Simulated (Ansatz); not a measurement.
Al₃⁻. Total charge -1; triplet. Geometry PBE0-D4/def2-TZVP, that of the neutral doublet; atoms count from 1.

```xyz
3

Al   -1.068    0.968   -0.159
Al    0.404   -0.825   -1.122
Al    0.664   -0.143    1.281
```

The highest occupied level of the charge -1 triplet lies above zero (up to 0.01 eV). By energy differences its removal costs 1.49 eV (vertical, to the charge 0 doublet, at PBE0-D4/def2-TZVPD); a positive level beside a positive removal energy at the same level points to self-interaction error. At PBE0-D4/def2-TZVPD a singlet of charge -1 lies 0.17 eV below the triplet at the same geometry. The structure comes from a short search, and lower isomers may exist.

Q: Estimate the Mulliken populations from the PBE0/def2-TZVPD orbitals of Ansatz.

A: 
```tsv
atom	charge (e)	spin (α − β)
Al1	-0.30	0.56
Al2	-0.30	0.56
Al3	-0.40	0.89
```
Mulliken values and Mayer orders depend strongly on the basis. With diffuse functions, as here, like atoms can get unlike values, and bond orders can come out too low or too high.

Q: Where does the spin sit?

A: Summed by element: Al 2.00, of 2 unpaired in all. Largest on single atoms: Al3 0.89, Al2 0.56, Al1 0.56.

Q: And the Mayer bond orders between bonded heavy atoms (over 0.3)?

A: Al1–Al2 0.98 (2.51 Å); Al1–Al3 1.17 (2.51 Å); Al2–Al3 1.17 (2.51 Å).
